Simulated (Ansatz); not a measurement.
Species: C₃H₃, charge 0, doublet. C3H3 (SMILES C1[C]=C1, doublet).
B3LYP-D3(BJ)/def2-TZVP minimum from Ansatz (a quantum-chemistry and plane-wave program):
```
C
H 1 1.0867
H 1 1.0867 2 115.09
C 1 1.4848 2 120.37 3 157.15
C 4 1.2720 1 70.95 2 102.03
H 5 1.0711 4 160.90 1 -180.00
```
Charge 0, spin multiplicity 2.

Total energies in aug-cc-pVDZ, 15 correlated electrons, 3 frozen orbitals. Open shells are spin-unrestricted; no spin-orbit coupling. Correlated methods leave the cores frozen. No relativity. The UHF reference of C3H3 ([C]1=CC1, doublet) is spin-contaminated (<S^2> up to 0.14 over the pure value in the sets run).

| method | program | energy (Eh) | minus CCSDT(Q) (mEh) |
|---|---|---|---|
| HF | Ansatz | -115.18863 | 433.97 |
| MP2 | Ansatz | -115.56707 | 55.53 |
| CCSD | Ansatz | -115.60145 | 21.16 |
| CCSD(T) | Ansatz | -115.62009 | 2.52 |
| CCSDT(Q) | Ansatz | -115.62261 | 0.00 |

Rough core times of Ansatz's runs on a shared machine: CCSD(T) 40 s, CCSDT(Q) 50 min.
